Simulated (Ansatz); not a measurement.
Input for Ansatz (development build ahead of 0.2.0):

```yaml
crystal:
  periodic: [false, false, false]
  atoms:
    - { symbol: B, position_ang: [0.0, 0.0, 0.0] }
    - { symbol: Mg, position_ang: [0.85128, 1.13503, 2.45742] }
basis:
  gaussian: { orbitals: STO-3G }
magnetization:
  initial_magnetization: 3
hamiltonian:
  xc: hf
correlation:
  method: fci
  frozen_orbitals: { B: 1, Mg: 1 }
```

The input is written out in the form of the current development build from the run's settings.

The run gave:

```json
{
  "Converged": "yes",
  "Total energy": "-221.17406 hartree",
  "State": "lowest quartet root, of any spatial symmetry"
}
```
